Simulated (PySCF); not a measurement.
# BC: bond curves at several levels of theory

An exercise on one series of results from a longer session: the logs are not shown, and one member is left open.

The runs use PySCF 2.14.0; B aug-pcseg-1, C aug-pcseg-1, no relativity.

The first run:

The job is set up so:

```yaml
atoms: B, C
charge: 0
basis: B aug-pcseg-1, C aug-pcseg-1
Hamiltonian: no relativity
basis_functions: 46
electrons_treated: 11
masses_in_u: 11.0093, 12.0000
levels: PBE0, PBE, r²SCAN, B97-3, BLYP, TPSS, ωB97X, HF, MP2, SCS-MP2, CCSD, CCSD(T)
grid: 80 radial by 434 angular points
occupations: held fixed by the projection of orbital angular momentum
dissociation_limit: B + C, each in its ground configuration
starting_distance_in_angstrom: 1.525
values_of_2S_to_try: 1, 3
```

Launch:

```console
OMP_NUM_THREADS=1 python dia.py task.json out
```

Steps of the session up to this table: Input; First curve: PBE0; Excited determinants; PBE (GGA); r²SCAN; B97-3 (global hybrid GGA); BLYP (GGA); TPSS; ωB97X (range-separated hybrid); UHF; MP2 and coupled cluster.

One table of the session follows, with a row left open; its other results are not shown here.

| level | Re (Å) | ωe (cm⁻¹) | De (eV) | μ (D) |
| --- | --- | --- | --- | --- |
| PBE | 1.500 | 1173 | 5.02 | -1.14 |
| BLYP | 1.504 | 1152 | 4.62 | -1.02 |
| TPSS | ? | ? | ? | ? |
| r²SCAN | 1.488 | 1191 | 4.78 | -1.55 |
| PBE0 | 1.480 | 1218 | 4.69 | -1.54 |
| B97-3 | 1.484 | 1196 | 4.54 | -1.39 |
| ωB97X | 1.471 | 1251 | 4.38 | -1.76 |

**Question.** Estimate the row for TPSS.

The run gave: Re (Å): 1.492; ωe (cm⁻¹): 1201; De (eV): 4.74; μ (D): -1.36. In the column «Re (Å)» it lies between r²SCAN (1.488) and PBE (1.500).

De is counted to B + C in their ground configurations.
